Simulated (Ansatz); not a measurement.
Coupled-cluster diagnostics for SiEtH3 (C₂H₈Si), Ansatz.

Geometry of the singlet (r2SCAN-D4/def2-TZVP):

```
atom   x (Å)   y (Å)   z (Å)
 Si1  -0.583   1.285  -0.408
  C2   0.416   0.042   0.582
  C3   0.327  -1.384   0.027
  H4   0.068   0.068   1.621
  H5   1.459   0.378   0.604
  H6   0.925  -2.083   0.618
  H7  -0.704  -1.747   0.031
  H8   0.686  -1.433  -1.004
  H9  -2.010   0.864  -0.472
 H10  -0.067   1.370  -1.802
 H11  -0.517   2.639   0.203
```

Correlated methods freeze 7 core orbitals.

Problem. Estimate the CCSD(T) correlation energy, the shares of MP2 and (T), T1 and the reference's ⟨S²⟩ for: charge 0, singlet, own geometry in def2-TZVPP; and the rough time on 4 threads of Intel Xeon on a shared host.

Solution. 
| state | basis | correlation (eV) | MP2 share (%) | (T) share (%) | T1 | ⟨S²⟩ (pure) | wall time |
| --- | --- | --- | --- | --- | --- | --- | --- |
| charge 0, singlet, own geometry | def2-TZVPP | -15.251 | 87.8 | 3.4 | 0.010 | 0.00 (0.00) | 46 s |
Customary marks for T1 are 0.02 (closed shells), 0.045 (open shells) and about 0.05 (3d metals). T1 stays under 0.02 throughout.
